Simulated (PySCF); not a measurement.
Species: C3H5FOS.
SMILES: `[C@H]1([S@](=O)CC1)F`

The closed-shell ground state was solved at several levels (PySCF, density fitting, gas phase, non-relativistic). Isolated species at its PBE0-D3(BJ)/def2-SVP geometry (one conformer only).

```json
{"level": "BHandHLYP/def2-SVPD", "basis functions": "173", "total energy (Eh)": "-690.0251", "HOMO (eV)": "-8.32", "LUMO (eV)": "0.37", "gap (eV)": "8.69", "dipole (D)": "5.13"}
{"level": "B3LYP/def2-SVPD", "basis functions": "173", "total energy (Eh)": "-690.2054", "HOMO (eV)": "-6.83", "LUMO (eV)": "-0.73", "gap (eV)": "6.10", "dipole (D)": "4.79"}
{"level": "wB97X-D/def2-SVPD", "basis functions": "173", "total energy (Eh)": "-690.0952", "HOMO (eV)": "-8.89", "LUMO (eV)": "1.27", "gap (eV)": "10.16", "dipole (D)": "4.90"}
{"level": "PBE0/def2-TZVP", "basis functions": "222", "total energy (Eh)": "-690.2098", "HOMO (eV)": "-6.94", "LUMO (eV)": "-0.30", "gap (eV)": "6.64", "dipole (D)": "4.54"}
{"level": "PBE0/6-31+G*", "basis functions": "122", "total energy (Eh)": "-690.0502", "HOMO (eV)": "-6.96", "LUMO (eV)": "-0.52", "gap (eV)": "6.44", "dipole (D)": "4.91"}
{"level": "PBE0/def2-SVPD", "basis functions": "173", "total energy (Eh)": "-689.7434", "HOMO (eV)": "-7.04", "LUMO (eV)": "-0.47", "gap (eV)": "6.57", "dipole (D)": "4.78"}
{"level": "PBE0/6-31G*", "basis functions": "98", "total energy (Eh)": "-690.0292", "HOMO (eV)": "-6.59", "LUMO (eV)": "0.08", "gap (eV)": "6.67", "dipole (D)": "4.40"}
{"level": "LDA/def2-SVPD", "basis functions": "173", "total energy (Eh)": "-686.6017", "HOMO (eV)": "-5.86", "LUMO (eV)": "-1.53", "gap (eV)": "4.33", "dipole (D)": "4.57"}
{"level": "HF/def2-SVPD", "basis functions": "173", "total energy (Eh)": "-687.9165", "HOMO (eV)": "-10.28", "LUMO (eV)": "2.05", "gap (eV)": "12.33", "dipole (D)": "5.53"}
{"level": "CAM-B3LYP/def2-SVPD", "basis functions": "173", "total energy (Eh)": "-690.0828", "HOMO (eV)": "-8.41", "LUMO (eV)": "0.49", "gap (eV)": "8.90", "dipole (D)": "4.96"}
{"level": "LC-wPBE/def2-SVPD", "basis functions": "173", "total energy (Eh)": "-689.9075", "HOMO (eV)": "-9.67", "LUMO (eV)": "1.62", "gap (eV)": "11.29", "dipole (D)": "4.98"}
{"level": "PBE0/aug-cc-pVDZ", "basis functions": "187", "total energy (Eh)": "-690.1040", "HOMO (eV)": "-6.92", "LUMO (eV)": "-0.49", "gap (eV)": "6.43", "dipole (D)": "4.68"}
```

Task: Estimate the row for PBE0/def2-SVP, a basis of 113 functions; the other rows only guide the guess.

Result: Total energy -689.7051 Eh, HOMO -6.70 eV, LUMO 0.05 eV, gap 6.75 eV, dipole 4.49 D.

Task: Over all these levels, which gives the widest orbital gap and which the narrowest?

Result: HF/def2-SVPD (Hartree–Fock, all exact exchange) has the widest, 12.33 eV, and LDA/def2-SVPD (LDA) the narrowest, 4.33 eV. The two share the basis. From the narrowest to the widest the HOMO moves by -4.42 eV and the LUMO by +3.58 eV.

Task: How much does the basis alone move the frontier levels among the 6 PBE0 rows (the withheld one included)?

Result: The HOMO by 0.45 eV and the LUMO by 0.60 eV. By rising basis size (HOMO, LUMO in eV): 6-31G* -6.59, 0.08; def2-SVP -6.70, 0.05; 6-31+G* -6.96, -0.52; def2-SVPD -7.04, -0.47; aug-cc-pVDZ -6.92, -0.49; def2-TZVP -6.94, -0.30.

Task: In the def2-SVPD basis, how does the gap go with the fixed share of exact exchange?

Result: LDA (0 %) 4.33 eV; B3LYP (20 %) 6.10 eV; PBE0 (25 %) 6.57 eV; BHandHLYP (50 %) 8.69 eV; HF (100 %) 12.33 eV. Each rise in the share widens the gap here.

Task: How far do the dipole and the HOMO energy spread over the levels?

Result: The dipole runs from 4.40 to 5.53 D (mean 4.82 D) and the HOMO from -10.28 to -5.86 eV.

The pairwise dispersion term of wB97X-D wasn't added to the energies; at a given geometry it leaves orbitals and properties as they are.
